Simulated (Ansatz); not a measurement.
**H2S2 (SMILES SS) at 6 levels**

We compute a comparison of 6 runs (HF/STO-3G, BHLYP/STO-3G, r2SCAN/STO-3G, revPBE/STO-3G, BCCD(T)/STO-3G, UCCSD(T)/STO-3G) of H2S2. 

The results are computed with Ansatz 0.2.0.

44 further runs of the same task are left out: 10 that didn't finish, 34 set aside as unsound or not needed.

### Step 1. The molecule

H2S2 has 4 atoms, charge 0, and is taken as a singlet. As SMILES, `SS`. The S2–S1 distance was set to 3.069 Å, away from the relaxed value. At this shape a bond of the SMILES string is far longer than usual.

Bond lengths: S1–H3 1.347 Å, S2–H4 1.347 Å. A long bond or contact: S1–S2 3.069 Å.

### Step 2. A single-point energy at HF/STO-3G (run 1)

Input file molecule.yaml:

```yaml
crystal:
  periodic: [false, false, false]
  atoms:
    - {symbol: S, position_ang: [1.146624, -1.744632, 0.216357]}
    - {symbol: S, position_ang: [0.060220, 1.121560, 0.067360]}
    - {symbol: H, position_ang: [0.136724, -2.308012, 0.906547]}
    - {symbol: H, position_ang: [-0.619290, 1.020250, -1.090950]}
basis:
  gaussian:
    orbitals: STO-3G
hamiltonian:
  xc: hf
accuracy: high
```

Run with:

```bash
$ ansatz run molecule.yaml --threads 1 --pin off --max-ram 3480MiB --events-out events.jsonl --progress --plain --runs-dir runs
```

Output:

```text
Warning: RAYON_NUM_THREADS=1 ignored (pool sized by the plan → 1); use --threads N
Functional definition: HF
  name "HF"
  exchange = exact_x
  correlation = 0
318 factors; integrals over basis functions are off by at most 2.1e-8 eV
mean field evaluation 1: about -21423.3471 eV, gradient 1.0e1 eV
mean field evaluation 2: about -21423.3565 eV, gradient 1.0e1 eV
mean field evaluation 4: about -21423.8963 eV, gradient 1.5e-1 eV
mean field evaluation 8: about -21423.8963 eV, gradient 1.1e-5 eV
mean field -21423.89631896 eV, -787.3136680831 hartree, gradient 1.3e-8 eV, S^2 0.000000; 0 other end points of the search recorded, 0 dependent functions left out
reference -21423.89631896 eV, -787.3136680831 hartree; 17, 17 occupied and 3, 3 virtual orbitals, 318 factors
Total energy: -21423.89631896 eV, -787.3136680831 hartree
```

Wall time 0.08 s (1 thread of Intel Xeon 6975P-C (Granite Rapids), shared host).

### Step 3. The energy at BHLYP/STO-3G (run 2)

Input file input.yaml:

```yaml
crystal:
  periodic: [false, false, false]
  atoms:
    - {symbol: S, position_ang: [1.146624, -1.744632, 0.216357]}
    - {symbol: S, position_ang: [0.060220, 1.121560, 0.067360]}
    - {symbol: H, position_ang: [0.136724, -2.308012, 0.906547]}
    - {symbol: H, position_ang: [-0.619290, 1.020250, -1.090950]}
basis:
  gaussian:
    orbitals: STO-3G
hamiltonian:
  xc: {name: BHLYP}
accuracy: high
```

Run with:

```bash
$ ansatz run input.yaml --threads 1 --pin off --max-ram 3480MiB --events-out events.jsonl --progress --plain --runs-dir runs
```

Output:

```text
Warning: RAYON_NUM_THREADS=1 ignored (pool sized by the plan → 1); use --threads N
Functional definition: BHLYP
  name "BHLYP"
  parameter a = 0.5
  exchange = (1 - a)*b88_x + a*exact_x
  correlation = lyp_c
318 factors; integrals over basis functions are off by at most 2.1e-8 eV
mean field evaluation 1: about -21458.7245 eV, gradient 7.1e0 eV
mean field evaluation 2: about -21458.9640 eV, gradient 1.9e0 eV
mean field evaluation 4: about -21458.9798 eV, gradient 6.4e-2 eV
mean field evaluation 8: about -21458.9743 eV, gradient 1.1e-2 eV
mean field evaluation 16: about -21458.9743 eV, gradient 1.8e-7 eV
mean field -21458.97432023 eV, -788.6027608533 hartree, gradient 5.0e-9 eV, S^2 0.000000; 0 other end points of the search recorded, 0 dependent functions left out
reference -21458.97433868 eV, -788.6027615314 hartree; 17, 17 occupied and 3, 3 virtual orbitals, 318 factors
Total energy: -21458.97433868 eV, -788.6027615314 hartree
```

Run time: 0.46 s. Hardware: 1 thread of Intel Xeon 6975P-C (Granite Rapids), shared host.

Run 3 isn't shown in full; the table further down has it.

### Step 4. A single-point energy at revPBE/STO-3G (run 4)

Input file job.yaml:

```yaml
crystal:
  periodic: [false, false, false]
  atoms:
    - {symbol: S, position_ang: [1.146624, -1.744632, 0.216357]}
    - {symbol: S, position_ang: [0.060220, 1.121560, 0.067360]}
    - {symbol: H, position_ang: [0.136724, -2.308012, 0.906547]}
    - {symbol: H, position_ang: [-0.619290, 1.020250, -1.090950]}
basis:
  gaussian: {orbitals: STO-3G}
hamiltonian: {xc: {name: revPBE}}
accuracy: high
```

Run with:

```bash
$ ansatz run job.yaml --threads 1 --pin off --max-ram 3480MiB --events-out events.jsonl --progress --plain --runs-dir runs
```

Output:

```text
Warning: RAYON_NUM_THREADS=1 ignored (pool sized by the plan → 1); use --threads N
Functional definition: revPBE
  name "revPBE"
  parameter kappa = 1.245
  parameter beta = 0.06672455060314922
  exchange = pbe_x(kappa = kappa, mu = beta*pi^2/3)
  correlation = pbe_c(beta = beta)
318 factors; integrals over basis functions are off by at most 2.1e-8 eV
mean field evaluation 1: about -21455.4922 eV, gradient 3.4e0 eV
mean field evaluation 2: about -21455.5025 eV, gradient 1.9e0 eV
mean field evaluation 4: about -21455.4632 eV, gradient 3.3e0 eV
mean field evaluation 8: about -21455.5517 eV, gradient 2.1e-1 eV
mean field evaluation 16: about -21455.5251 eV, gradient 5.1e-4 eV
mean field -21455.52512912 eV, -788.4760054180 hartree, gradient 1.1e-8 eV, S^2 0.000000; 0 other end points of the search recorded, 0 dependent functions left out
reference -21455.52513127 eV, -788.4760054970 hartree; 17, 17 occupied and 3, 3 virtual orbitals, 318 factors
Total energy: -21455.52513127 eV, -788.4760054970 hartree
```

Wall time 0.54 s (1 thread of Intel Xeon 6975P-C (Granite Rapids), shared host).

Run 5 isn't shown in full; the table further down has it.

### Step 5. A single-point energy at UCCSD(T)/STO-3G (run 6)

Input file run.yaml:

```yaml
crystal:
  periodic: [false, false, false]
  atoms:
    - symbol: S
      position_ang: [1.146624, -1.744632, 0.216357]
    - symbol: S
      position_ang: [0.060220, 1.121560, 0.067360]
    - symbol: H
      position_ang: [0.136724, -2.308012, 0.906547]
    - symbol: H
      position_ang: [-0.619290, 1.020250, -1.090950]
basis:
  gaussian: {orbitals: STO-3G}
total_charge: 0
magnetization: {spin_polarized: true}
correlation: {method: ccsd_t, frozen_orbitals: {H: 0, S: 5}}
accuracy: high
scf: {omitted_lower_state_checks: [cluster_reference, increment]}
```

Run with:

```bash
$ ansatz run run.yaml --threads 1 --pin off --max-ram 3480MiB --events-out events.jsonl --progress --plain --runs-dir runs
```

Output:

```text
Warning: RAYON_NUM_THREADS=1 ignored (pool sized by the plan → 1); use --threads N
[... 15 lines left out ...]
10 core orbitals not correlated: weight in the atoms' cores, before any rotation towards them, 1.000 or more for the frozen orbitals, at most 0.000 for the correlated occupied ones
[... 81 lines left out ...]
WARN: these amplitudes may be one of several solutions (largest doubles amplitude 0.67, level shift 0.00 eV)
Total energy: -21428.32467067 eV, -787.4764070072 hartree
Checks for a lower state left out: cluster_reference, increment
```

Wall time 0.4 s (1 thread of Intel Xeon 6975P-C (Granite Rapids), shared host).

### Step 6. Overview of the runs

```csv
run,level,frozen core orbitals,energy (Eh),wall time
1,HF/STO-3G,–,-787.313668,0.08 s
2,BHLYP/STO-3G,–,-788.602762,0.46 s
3,r2SCAN/STO-3G,–,-788.580371,1.2 s
4,revPBE/STO-3G,–,-788.476005,0.54 s
5,BCCD(T)/STO-3G,10,-787.477288,0.14 s
6,UCCSD(T)/STO-3G,10,-787.476407,0.4 s
```

### Step 7. Summary of results

| quantity | value |
| --- | --- |
| run 6: total energy | -787.47641 Eh |
| run 6: correlation energy (10 core orbitals frozen) | -52.7 mEh |
| run 6: (T) correction | -0.78 mEh |
| run 6: ⟨S²⟩ of the reference determinant | 0.955 |
| run 6: T1 diagnostic | 0.051 |

**Reading.** Below the HF energy at the same shape and in the same basis (STO-3G): BCCD(T) -163.6 mEh; UCCSD(T) -162.7 mEh. Some of these start from another determinant than that one, so these aren't their correlation energies. Totals of different functionals can't be ranked against each other. In run 5 the log says that unrestricted orbitals would lower the reference, so the values rest on an unstable closed-shell determinant (other closed-shell runs at this shape may share the fault). In runs 1, 2, 3, 4, 5, 6 the basis is minimal, so the values are rough. Spin contamination of the reference: run 6 ⟨S²⟩ = 0.96. Where it is this large, the reference is a mixture of spin states, and values that rest on it are in doubt. All runs together took 2.8 s, the longest 1.2 s.
